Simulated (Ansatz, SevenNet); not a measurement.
Elastic constant C12 (GPa) of solids drawn from the class of intermetallic compounds, at two levels: the machine-learned potential SevenNet-0 (trained on PBE and PBE+U data), and PBE (plane waves, PAW; Ansatz, a program for electronic structure).

| solid | SevenNet-0 | PBE | shift (%) |
|---|---|---|---|
| antifluorite Mg2Ge | 33.4 | 20.6 | -38 |
| CsCl-type PdIn | 115 | 101 | -12.2 |
| L1₂ (Cu3Au-type) Al3Sc | 63.7 | 39.9 | -37 |
| CsCl-type RuAl | 144 | 148 | +2.8 |
| L1₂ (Cu3Au-type) Ni3Fe | 152 | 153 | +0.7 |
| fluorite PtAl2 | 112 | 108 | -3.6 |
| L1₂ (Cu3Au-type) Cu3Au | 123 | 122 | -0.8 |
| CsCl-type CuZn | 114 | 109 | -4.4 |
| fluorite AuAl2 | 97.5 | 87.6 | -10.2 |
| L1₂ (Cu3Au-type) Ni3Al | 143 | 149 | +4.2 |

The shifts run from -38 % to +4.2 %, with a median of -4.0 %.

Over all 10 rows PBE is the larger in 3.

Ansatz's runs of these crystals have no spin polarisation, but for L1₂ (Cu3Au-type) Ni3Fe, L1₂ (Cu3Au-type) Ni3Al.

Density-functional runs with spin start from parallel moments for L1₂ (Cu3Au-type) Ni3Fe, parallel moments for L1₂ (Cu3Au-type) Ni3Al.

Spin–orbit coupling is left out, also for the solids with elements from indium on (CsCl-type PdIn, fluorite PtAl2, L1₂ (Cu3Au-type) Cu3Au, fluorite AuAl2); its size isn't shown.

Each level is taken at its own relaxed cell. Ansatz's density-functional and Hartree–Fock values are scalar-relativistic unless marked +SOC, with PAW data made under PBE.
